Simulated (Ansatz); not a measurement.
C2H5F2N can be A, `FCNCF`, or B, `NCC(F)F`.

Gas-phase electronic energies from Ansatz, PBE0-D4/def2-TZVP geometries. CCSD(T)/CBS adds triple-zeta CCSD(T) − MP2 to the extrapolated MP2 energy (def2 sets, frozen cores). Functionals use def2-TZVPP. B3LYP here is the variant with VWN-RPA as its local correlation; programs differ in this. Each species was taken in one conformer, which may not be the lowest.

A:

Z-matrix (Å, degrees):
```
C
N 1 1.405
F 1 1.393 2 113.9
H 1 1.093 2 109.4 3 -119.4
H 1 1.092 2 110.0 3 119.2
C 2 1.405 1 119.9 3 73.9
H 2 1.009 1 114.5 3 -68.1
F 6 1.393 2 113.9 1 -73.9
H 6 1.092 2 110.0 1 166.9
H 6 1.093 2 109.4 1 45.5
```

B:

Z-matrix (Å, degrees):
```
C
C 1 1.512
N 1 1.443 2 115.3
H 1 1.094 2 107.5 3 122.6
H 1 1.094 2 107.5 3 -122.6
F 2 1.361 1 110.2 3 58.8
F 2 1.361 1 110.2 3 -58.8
H 2 1.095 1 113.6 3 180.0
H 3 1.012 1 110.4 2 -59.2
H 3 1.012 1 110.4 2 59.2
```

Which is lower in electronic energy at CCSD(T)/CBS, and by how much? (Estimate.)

Computed: B, by 5.0 kcal/mol.

Give E(B) − E(A) in kcal/mol with B3LYP, CCSD/def2-TZVPP, B2PLYP, HF/def2-TZVPP, MP2/def2-TZVPP, r2SCAN-D4, PBE-D4. (An estimate is asked.)

Computed: B3LYP -2.7, CCSD/def2-TZVPP -5.0, B2PLYP -3.5, HF/def2-TZVPP -4.5, MP2/def2-TZVPP -4.6, r2SCAN-D4 -4.4, PBE-D4 -3.0. None reverses the order clearly.

Largest T1 diagnostic: 0.011.

From PBE to PBE0 (25 % exact exchange), in def2-TZVPP and without D4, E(B) − E(A) moves by −1.0 kcal/mol.
